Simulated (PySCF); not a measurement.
Point-charge models of `C[C@@H]1P[C@H]1C` against its computed dipole.

Coordinates (GFN2-xTB, Å) and charges (e) from the PBE0/pcSseg-1 density (PySCF):

| atom | x | y | z | Mulliken | IAO | Hirshfeld | ESP-fitted |
| --- | --- | --- | --- | --- | --- | --- | --- |
| C1 | -1.979 | -0.383 | 0.135 | -0.1755 | -0.4135 | -0.1191 | -0.5244 |
| C2 | -0.636 | 0.270 | 0.343 | -0.4193 | -0.2456 | -0.0636 | +0.1108 |
| P3 | -0.115 | 1.632 | -0.819 | +0.1851 | +0.1967 | +0.0483 | -0.2848 |
| C4 | 0.508 | -0.099 | -0.555 | -0.4127 | -0.2474 | -0.0637 | +0.0475 |
| C5 | 1.877 | -0.361 | 0.018 | -0.1757 | -0.4132 | -0.1163 | -0.3722 |
| H6 | -2.767 | 0.199 | 0.611 | +0.1209 | +0.1474 | +0.0425 | +0.1517 |
| H7 | -2.206 | -0.464 | -0.926 | +0.1071 | +0.1413 | +0.0409 | +0.1554 |
| H8 | -1.982 | -1.384 | 0.567 | +0.1195 | +0.1419 | +0.0408 | +0.1319 |
| H9 | -0.386 | 0.435 | 1.387 | +0.1394 | +0.1447 | +0.0428 | +0.0657 |
| H10 | 0.772 | 2.216 | 0.095 | +0.0212 | -0.0307 | -0.0206 | +0.1195 |
| H11 | 0.245 | -0.768 | -1.371 | +0.1427 | +0.1481 | +0.0428 | +0.0921 |
| H12 | 2.646 | -0.238 | -0.743 | +0.1224 | +0.1470 | +0.0429 | +0.1210 |
| H13 | 1.931 | -1.381 | 0.399 | +0.1197 | +0.1435 | +0.0414 | +0.0959 |
| H14 | 2.091 | 0.323 | 0.838 | +0.1051 | +0.1399 | +0.0410 | +0.0898 |

Compute μ = Σ q r for each scheme (1 e·Å = 4.803 D) and compare with the dipole of the full density.

The full density gives (0.45, -1.14, 0.98) D, 1.56 D in size; dipole vectors point from the negative to the positive end.

```tsv
scheme	μx	μy	μz	size (D)	share of the full size (%)	angle to the full dipole (°)
Mulliken	0.09	0.03	-0.03	0.10	6	100
IAO	-0.17	0.23	-0.34	0.44	28	164
Hirshfeld	-0.06	-0.12	-0.07	0.15	10	80
ESP-fitted	0.41	-1.15	0.91	1.52	97	2
```

Which set comes closest?

Length of the difference vector: ESP-fitted 0.08 D, Hirshfeld 1.54 D, Mulliken 1.58 D, IAO 1.99 D. Closest: ESP-fitted. The schemes that divide the density aren't constrained to reproduce the dipole.

What is left for the Hirshfeld atoms' own dipoles?

The shares of the density sum to the whole, so what Σ q r misses lies in dipoles about the nuclei. The atomic dipoles sum to (0.45, -1.14, 0.98) − (-0.06, -0.12, -0.07) = (0.50, -1.02, 1.05) D, 1.54 D in size.

With the origin at the mean of the coordinates, (0.000, 0.000, -0.002) Å, which are the largest single terms, by size, of the Hirshfeld dipole along the direction of the full one?

C5 -0.45, P3 -0.40, H13 +0.36, H14 +0.17, H7 -0.17 D; all 14 atoms together +0.03 D. The single terms depend on the origin, their sum doesn't.

Give the size of the full dipole in other units.

1.56 D = 0.615 au = 0.326 e·Å = 5.22 × 10⁻³⁰ C·m.

Geometry: GFN2-xTB; no solvent, vibrations or thermal averaging.
